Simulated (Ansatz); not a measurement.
```xyz
8

O    -1.590   -0.681    0.077
C    -0.731    0.380   -0.273
C     0.648    0.185    0.170
C     1.774   -0.008    0.520
F     2.973   -0.206    0.900
H    -1.196   -1.500   -0.236
H    -0.734    0.557   -1.357
H    -1.144    1.274    0.200
```

Total charge 0; spin multiplicity 1.

(1) List the CAM-B3LYP/def2-TZVPP orbital energies in eV (Ansatz). (Best estimate.)

## Answers

(1) Ansatz gave: Occupied: -675.87, -522.77, -281.40, -280.97, -279.25, -37.73, -30.55, -23.73, -21.52, -19.25, -16.79, -16.41, -16.40, -15.21, -14.42, -11.97, -10.23, -9.53, -9.24. Lowest empty: 1.49, 2.21, 2.75, 2.86, 3.04, 4.50, 5.57, 5.82.
